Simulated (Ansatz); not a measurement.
CH$_{3}$FO$_{3}$, SMILES `OC(O)(O)F`, charge 0, multiplicity 1.

Give a relaxed structure at PBE0-D4/def2-TZVP (Ansatz 0.2.0). (An estimate is asked.)

Ansatz gave: 
```xyz
8

O    -0.8676    0.0225    1.0672
C    -0.0172    0.2184    0.0225
O     1.2336    0.2403    0.5591
O    -0.1662   -0.7108   -0.9919
F    -0.2897    1.4063   -0.5951
H    -1.7610    0.0108    0.7085
H     1.8513    0.3863   -0.1649
H     0.0170   -1.5738   -0.6055
```
Point group Cs.
